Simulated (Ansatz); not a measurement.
Process, species as SMILES: ClCCl → Cl[CH-]Cl + H+
B3LYP-D3(BJ)/def2-TZVP geometries, fixed; electronic energies without zero-point terms.

The deprotonation energy at MP2 with Ansatz (a first-principles code), in kcal/mol, split into its Hartree-Fock and correlation parts. Cores are frozen. No added dispersion term, no relativity. Functions are those of the species that has most.

```csv
basis,X,functions,Hartree-Fock,MP2
aug-cc-pV(D+d)Z,2,105,386.03,382.78
aug-cc-pV(T+d)Z,3,202,389.48,386.06
aug-cc-pV(Q+d)Z,4,350,389.95,385.86
```

Worked estimate of the basis-set limit from each neighbouring pair, with Hartree-Fock from the larger set and the correlation part extrapolated as X^-3.
Correlation parts: X = 2: -3.25, X = 3: -3.42, X = 4: -4.09.
- (2,3): (27·(-3.42) - 8·(-3.25))/19 = -3.49; with Hartree-Fock 389.48 the estimate is 385.99 kcal/mol.
- (3,4): (64·(-4.09) - 27·(-3.42))/37 = -4.58; with Hartree-Fock 389.95 the estimate is 385.37 kcal/mol.
The last two estimates differ by 0.62 kcal/mol; the largest set lies 0.49 from the last. Over the last step Hartree-Fock moves by 0.47 and the correlation part by -0.67.
